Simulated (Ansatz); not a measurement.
From input file to script: CH3BS, SMILES BC=S in Ansatz 0.2.0.

```yaml
crystal:
  periodic: [false, false, false]
  atoms:
    - { symbol: B, position_ang: [-0.5838, -0.2446, -0.4434] }
    - { symbol: C, position_ang: [0.5679, 0.2669, 0.4236] }
    - { symbol: S, position_ang: [1.4552, -0.686, 0.9583] }
    - { symbol: H, position_ang: [-0.7345, -1.3359, -0.6876] }
    - { symbol: H, position_ang: [-1.3769, 0.5931, -0.9173] }
    - { symbol: H, position_ang: [0.7142, 1.3424, 0.6202] }
basis:
  gaussian:
    orbitals: "6-31G*"
correlation:
  method: sc_nevpt2
  active_space:
    window:
      electrons: 6
      orbitals: 7
```

`cas.py`:
```python
"""Static correlation in CH3BS: natural occupations of an active space."""

import ansatz as az

GEOMETRY = """
B    -0.58380   -0.24460   -0.44340
C     0.56790    0.26690    0.42360
S     1.45520   -0.68600    0.95830
H    -0.73450   -1.33590   -0.68760
H    -1.37690    0.59310   -0.91730
H     0.71420    1.34240    0.62020
"""

system = az.Crystal.molecule()
for line in GEOMETRY.strip().splitlines():
    symbol, *xyz = line.split()
    system = system.atom(symbol, [float(v) for v in xyz])

calculation = system.calculation().basis(gaussian="6-31G*").correlation(active_electrons=6, active_orbitals=7)
for method in ["sc_nevpt2"]:
    report = (calculation if method is None else calculation.correlation(method)).run().report
    space = report["configurations"]
    state = space["states"][0]
    print(method or "casscf", f"total {report['free_energy_ev'] / 27.211386246:.6f} Ha, active-space state {state['energy']['hartree']:.6f} Ha, mean field {report['reference_energy_ev'] / 27.211386246:.6f} Ha")
    print("  determinants", state["n_determinants"], " natural occupations", [round(n, 3) for n in space["natural_occupations"]])
print("effectively unpaired electrons, sum of min(n, 2 - n):", round(sum(min(n, 2 - n) for n in space["natural_occupations"]), 3))
```

```console
$ python cas.py
sc_nevpt2 total -461.999789 Ha, active-space state -461.766249 Ha, mean field -461.696352 Ha
  determinants 1225  natural occupations [1.985, 1.975, 1.951, 0.049, 0.02, 0.015, 0.005]
effectively unpaired electrons, sum of min(n, 2 - n): 0.177
```

What to keep in mind:
- Total energies depend on the basis set; only differences at equal settings carry meaning.
- The geometry is a force-field or estimated start, not a minimum of this method, and the basis set is short of its limit. The active space starts as a window about the frontier orbitals and is then optimised, not chosen by chemistry.
- Timing: 9.3 s on 1 thread of Arm Neoverse V2, on a shared host, peak memory 0.19 GiB.

(Lines on the test bed's own set-up are left out of the output.)
